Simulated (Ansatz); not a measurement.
## fcc Ca

The numbers are results of r²SCAN (Ansatz, a program for electronic structure, PAW), not measurements.

Settings: plane-wave cutoff 600 eV, 20×20×20 k mesh, Fermi–Dirac smearing 0.051 eV (set by the program), scalar-relativistic PAW data made under PBE.

Cell (relaxed at this level):

```
CELL_PARAMETERS angstrom
      0.00000     2.78338     2.78338
      2.78338     0.00000     2.78338
      2.78338     2.78338     0.00000
ATOMIC_POSITIONS crystal
  Ca 0.00000 0.00000 0.00000
```

elastic constant C11: 22.9 GPa
elastic constant C12: 15.5 GPa
elastic constant C44: 17.4 GPa
Voigt–Reuss–Hill bulk modulus: 18.0 GPa
Voigt–Reuss–Hill shear modulus (Hill average): 9.46 GPa
Young modulus: 24.1 GPa
Poisson ratio: 0.276

Measured, for comparison: elastic constant C44 16 GPa (temperature not stated, not corrected to a static lattice; as tabulated in Jones et al. (2010), arXiv:1012.0803). Computed (rounded) less measured: elastic constant C44 +9 %. A static lattice is as a rule a little smaller and stiffer than an uncorrected measurement, which narrows the difference in the elastic constant C44 and would widen misses of the other sign.

Elastic constants are with the ions relaxed.
